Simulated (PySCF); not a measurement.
Computed with M06-2X/def2-TZVP // PBE0-D3(BJ)/def2-SVP run with PySCF 2.14.0. Isolated molecules, 0 K electronic values unless said otherwise. Excitations are Tamm–Dancoff values on a coarser integration grid. The basis has no diffuse functions, so Rydberg states are missing or too high.

Reference species (SMILES): `C#N` (neutral, multiplicity 1).

- S1 oscillator strength = 0.000
- S1 excitation (TDA) = 7.19 eV
- HOMO–LUMO gap = 13.15 eV

Changed species: `CO` (free base CH3OH; the reference has free base NCH).

Problem. Predict the effect on the S1 oscillator strength, S1 excitation (TDA) and HOMO–LUMO gap.

Solution. the S1 oscillator strength stays essentially unchanged; the S1 excitation (TDA) rises by 0.18 eV, to 7.37 eV; the HOMO–LUMO gap falls by 1.87 eV, to 11.28 eV.
